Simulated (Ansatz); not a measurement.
**Worked example: the enthalpy of formation of C4H8 (cyclobutane)**

C4H8: 12 atoms, total charge 0, spin state singlet. SMILES: `C1CCC1`. Geometry: relaxed at PBE0-D4/def2-TZVP.

Total energies at HSE06/6-31G* (spherical functions) (Ansatz 0.2.0); the atoms run unrestricted:

| species | state | energy (Eh) |
| --- | --- | --- |
| C4H8 | singlet | -157.004534 |
| C | triplet | -37.790136 |
| H | doublet | -0.498830 |

Harmonic wavenumbers at PBE0-D4/def2-TZVP, in cm⁻¹: 203, 625, 755, 755, 896, 934, 934, 964, 966, 1043, 1173, 1174, 1253, 1253, 1256, 1257, 1290, 1290, 1473, 1473, 1480, 1516, 3068, 3068, 3068, 3073, 3108, 3121, 3121, 3138.

Measured heats of formation of the gaseous atoms at 298.15 K, in kJ/mol: C 716.9, H 218.0. Spin-orbit lowering of the atoms at 298 K (mean of the ground term's levels less their thermal mean, from spectra), in kJ/mol: C 0.02. Take 1 Eh = 2625.50 kJ/mol, 1 cm⁻¹ = 0.0119627 kJ/mol, RT = 2.479 kJ/mol.

Problem. What heat of formation follows?

Solution. 
1. Electronic atomisation energy: 4 × (-37.790136) + 8 × (-0.498830) − (-157.004534) = 1.853350 Eh = 4866.0 kJ/mol.
2. Zero-point energy: half the sum of the wavenumbers, 24364 cm⁻¹ = 291.5 kJ/mol.
3. Thermal vibrational enthalpy, Σ hcν̃/(exp(hcν̃/kT) − 1): 3.4 kJ/mol. Translation, rotation and pV of a non-linear molecule: 4 RT = 9.9 kJ/mol.
4. The 12 free atoms carry 5/2 RT each: 74.4 kJ/mol.
5. Spin-orbit coupling lowers the free atoms by 4 × 0.02 = 0.1 kJ/mol.
6. Atomisation enthalpy at 298 K: 4866.0 − 0.1 − 291.5 − 3.4 − 9.9 + 74.4 = 4635.5 kJ/mol.
7. Sum of the atoms' heats of formation: 4611.6 kJ/mol. Heat of formation: 4611.6 − 4635.5 = -23.9 kJ/mol.

The tabulated value is +27.7 kJ/mol (CRC Handbook of Chemistry and Physics), so this level is off by -51.6 kJ/mol, or 1.1 % of the atomisation enthalpy. Anharmonicity and any spin-orbit splitting of the molecule are left out.
